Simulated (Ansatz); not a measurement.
One crystal and one scan (energy against volume) at two levels, PBE (plane waves to 420 eV, PAW, scalar-relativistic; Ansatz, a program for electronic structure) and PBEsol (plane waves to 420 eV, PAW, scalar-relativistic; Ansatz), each from its own relaxed cell and on its own mesh. The cell shown is that of PBE.

BAs (zinc blende)

```yaml
crystal:
  lattice:
    - [0.00000, 2.40468, 2.40468]
    - [2.40468, 0.00000, 2.40468]
    - [2.40468, 2.40468, 0.00000]
  atoms:
    - { symbol: As, position: [0.75000, 0.75000, 0.75000] }
    - { symbol: B, position: [0.00000, 0.00000, 0.00000] }
```

Equation-of-state scan: isotropic scaling of the cell above, V₀ being its volume. Symmetry pins the atoms to their sites.

The energy includes the smearing's −TS. BAs was relaxed with its symmetry unable to fall. The PAW data are Ansatz's earlier set. Both scans cover V/V₀ from 0.840 to 1.160.

ΔE (meV/atom), each from the relaxed starting cell of its own level:

```
V/V₀     PBE    PBEsol
-----  -----  --------
0.840  195.6     203.2
0.872  117.6     122.3
0.904   62.3      64.8
0.936   26.1      27.2
0.968    6.2       6.4
1.000    0.0       0.0
1.032    5.5       5.8
1.064   21.0      21.9
1.096   44.8      46.7
1.128   75.8      79.1
1.160  112.7  withheld
```

Task: Estimate the PBEsol value at 1.160 from the PBE value there and the ratio of the two levels in the two nearest given rows on that side of the minimum.

Result: At 1.128 and 1.096 the ratio PBEsol/PBE averages 1.043, which gives 1.043 × 112.7 = 117.5 meV/atom. The calculation gives 117.7 meV/atom, +4.4 % against PBE.

(A scan under strain: stresses follow from slopes of the energy per volume, elastic moduli from its curvatures.)
